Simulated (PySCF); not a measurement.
Ligands exchanged one at a time, Si F-SH. All species are isolated molecules in the gas phase. One relaxed conformer stands for each flexible species; it need not be the lowest. Strings in code marks are SMILES.

Calculation: PBE-D3(BJ)/def2-TZVP // PBE0-D3(BJ)/def2-TZVP in PySCF. Excitations are Tamm–Dancoff values on a coarser integration grid. The basis has no diffuse functions, so Rydberg states are missing or too high.

```
species                                   HOMO–LUMO gap (eV)  HOMO (eV)  S1 oscillator strength  S1–T1 gap (TDA) (eV)
----------------------------------------  ------------------  ---------  ----------------------  --------------------
0 of 4 F replaced by SH (`F[Si](F)(F)F`)               10.06     -10.59                   0.000                     –
1 of 4 F replaced by SH                                 6.13      -7.22                   0.001                  0.57
2 of 4 F replaced by SH                                 5.62      -6.84                   0.009                  0.39
3 of 4 F replaced by SH                                 5.33      -6.54                   0.007                  0.36
4 of 4 F replaced by SH (`S[Si](S)(S)S`)                5.02      -6.39                   0.004                  0.27
```
